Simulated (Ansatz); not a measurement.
A nudged elastic band was laid between two geometries of BFH5N (8 atoms, charge 0, multiplicity 1).

Method: RKS PBE0-D4/def2-SVP (Ansatz 0.2.0).

```json
{
 "movable images": "7",
 "climbing image": "yes",
 "spring": "5.0 eV/Å²",
 "optimiser": "quadratic models (default)",
 "start path": "through a guess of the saddle point",
 "force threshold": "0.05 eV/Å",
 "iteration limit": "60",
 "end points": "relaxed"
}
```

First end point:

```xyz
8
Properties=species:S:1:pos:R:3
B 0.032 -0.136 0.172
F 0.220 0.662 1.296
H 0.974 -0.135 -0.618
H -1.080 -0.042 -0.342
N 0.043 -1.673 0.792
H -0.133 -2.364 0.062
H 0.945 -1.882 1.225
H -0.678 -1.769 1.509
```

Last end point:

```xyz
8
Properties=species:S:1:pos:R:3
B 0.105 -0.568 -0.374
F -0.397 0.181 2.373
H 1.104 0.083 -0.547
H -0.966 -0.259 -0.833
N 0.189 -1.731 0.409
H -0.583 -2.382 0.503
H 1.074 -2.108 0.732
H -0.201 -0.556 1.834
```

Question: What changes between the two ends?

Answer: Bonds broken: B1–F2, N5–H8. Bonds formed: F2–H8. BFH5N becomes BH4N + FH.

Question: Give the energies along the band, and the barrier.

Answer: The run converged. The highest image is number 5 of 0 to 8, 1.34 eV above the first end and 0.35 eV above the last; the last end lies 0.99 eV above the first. A vibrational analysis at the climbing image gives one clearly imaginary mode, 567i cm⁻¹: a first-order saddle point. The orbitals stay closed-shell, which can raise the energy where a bond breaks towards radicals; this wasn't checked here.

```
image  path coordinate (Å)  energy (eV)  B1–F2 (Å)  N5–H8 (Å)  F2–H8 (Å)
    0                 0.00         0.00       1.39       1.02       2.60
    1                 0.45         0.02       1.39       1.02       2.43
    2                 0.90         0.05       1.39       1.02       2.30
    3                 1.35         0.10       1.41       1.02       2.06
    4                 1.80         0.61       1.51       1.09       1.50
    5                 2.26         1.34       1.79       1.43       1.05
    6                 2.62         1.16       2.19       1.71       0.96
    7                 2.98         1.02       2.59       1.87       0.94
    8                 3.35         0.99       2.89       1.89       0.93
```

Question: What is the geometry of the highest image?

Answer: 
```xyz
8
Properties=species:S:1:pos:R:3
B 0.048 -0.397 -0.011
F -0.309 0.259 1.617
H 1.097 0.124 -0.304
H -0.959 -0.177 -0.637
N 0.140 -1.747 0.646
H -0.581 -2.429 0.431
H 1.052 -2.189 0.694
H -0.165 -0.784 1.663
```

Question: What are the harmonic wavenumbers there?

Answer: 567i, 447, 497, 727, 745, 805, 907, 996, 1120, 1162, 1224, 1263, 1583, 2125, 2587, 2690, 3592, 3688 cm⁻¹.

The run took 2.4 min on 1 thread of Arm Neoverse V1 (shared host), peak memory 0.12 GiB.
